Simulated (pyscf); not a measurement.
Optimised with ωB97X-D3(BJ)/def2-SVP in PySCF.

Question: PBE/def2-TZVP puts the barrier of `[NH2][B]([NH2])[Cl]` + `[ClH]` → `[NH2][B]([Cl])[Cl]` + `[NH3]` (four-centre exchange; singlet surface; B–N, Cl–H broken, B–Cl, H–N formed) at 7.9 kcal/mol and the reaction energy at +1.3 kcal/mol, from the separated reactants. What do r²SCAN/def2-TZVP, M06-2X/def2-TZVP, ωB97M-D3(BJ)/def2-TZVP give on the same structures?

Answer: r²SCAN: ΔE‡ = 7.8 kcal/mol, ΔE = +1.8 kcal/mol; M06-2X: ΔE‡ = 10.9 kcal/mol, ΔE = +3.4 kcal/mol; ωB97M-D3(BJ): ΔE‡ = 10.5 kcal/mol, ΔE = +2.8 kcal/mol. PBE's barrier matches one of them and lies within 3.0 kcal/mol of the others. Its reaction energy lies under all of them, by 0.5 to 2.1 kcal/mol. On the reactant side the descent ends in a complex, 5.1 kcal/mol under the separated species and 15.2 kcal/mol under the saddle at ωB97X-D3(BJ)/def2-TZVP. On the product side the descent ends in an adduct with a B–N contact, 12.1 kcal/mol under the separated species and 20.5 kcal/mol under the saddle at ωB97X-D3(BJ)/def2-TZVP. What is counted as broken (B–N) persists as a longer contact in the product adduct; parting that adduct is a step of its own. One saddle was located; it need not be the lowest between these sides.
